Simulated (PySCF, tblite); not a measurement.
**Complex of Na+ and 3 × water**

A gas-phase complex of Na+ and 3 × water; charge +1, singlet. The structure comes from a short search (6 tight-binding starts) and was optimised by PBE0-D3(BJ)/def2-TZVPD; another way of binding may lie lower.

This structure isn't a minimum: the optimisation stopped short of the minimum along a soft mode, which is imaginary here (95i cm⁻¹ by PBE0-D3(BJ)/def2-SVPD), and forces of up to 0.032 eV/Å are left. All values below rest on it.

Parts: 1 = Na+ ([Na+]), atoms 1, charge +1; 2 = water (O), atoms 2–4; 3 = water (O), atoms 5–7; 4 = water (O), atoms 8–10.

```xyz
10

Na    0.709    2.460   -0.441
O     1.818    0.722    0.489
H     2.744    0.687    0.751
H     1.472   -0.157    0.673
O     1.287    4.464    0.438
H     1.204    5.334    0.036
H     1.617    4.629    1.327
O    -0.848    2.155   -2.063
H    -0.701    1.815   -2.952
H    -1.793    2.334   -2.019
```
Atoms count from 1 in this order.

| contact | kind (by geometry) | distance (Å) | angle (°) |
| --- | --- | --- | --- |
| Na1···O2 | ion contact | 2.262 | - |
| Na1···O5 | ion contact | 2.264 | - |
| Na1···O8 | ion contact | 2.269 | - |

Interaction energies are complex less parts, with the parts frozen as they stand in it; counterpoise-corrected, in kcal/mol (PySCF).

**Question.** How strongly do the parts interact, level by level?

**Answer.** 
```json
{"level": "wB97M-D3(BJ)/def2-TZVPD", "interaction": "-64.03", "superposition error removed": "-0.23"}
{"level": "PBE0-D3(BJ)/def2-TZVPD", "interaction": "-64.82", "superposition error removed": "-0.25"}
```

**Question.** What holds them together? Decompose the wB97M-D3(BJ)/def2-TZVPD energy: frozen parts, their antisymmetrised product, then relaxation.

**Answer.** electrostatic -67.8, Pauli repulsion +19.5, orbital relaxation -14.2, dispersion correction -1.8 kcal/mol, which sum to the value before the counterpoise correction; the Pauli term holds the exchange-correlation of the frozen density too. Of the attraction, 81 % is electrostatic, 17 % is orbital relaxation, 2 % is dispersion correction.

**Question.** Are the pair energies additive?

**Answer.** The pairs sum to -69.66 kcal/mol (1–2 -24.3, 1–3 -24.2, 1–4 -24.2, 2–3 1.1, 2–4 1.0, 3–4 1.0); the rest of +5.63 is a many-body weakening.

The parts were also relaxed and run alone, at the levels used for the complex: shieldings by PBE0/pcSseg-2; core levels by delta-SCF with SCAN, pcX-2 on the ionised atom and pcseg-1 elsewhere, spin-free X2C.

Values alone: shielding of Na1 (ppm): 623.7; shielding of O2 (ppm): 329.1; shielding of O5 (ppm): 329.1; Na1 1s core level (eV): 1088.42; O2 1s core level (eV): 539.76; O5 1s core level (eV): 539.76.

**Question.** What does binding change?

**Answer.** 
```csv
property,alone,in the complex,change
shielding of Na1 (ppm),623.7,571.6,-52.1
shielding of O2 (ppm),329.1,331.9,+2.8
shielding of O5 (ppm),329.1,332.0,+2.8
Na1 1s core level (eV),1088.42,1083.01,-5.41
O2 1s core level (eV),539.76,544.63,+4.87
O5 1s core level (eV),539.76,544.62,+4.86
```
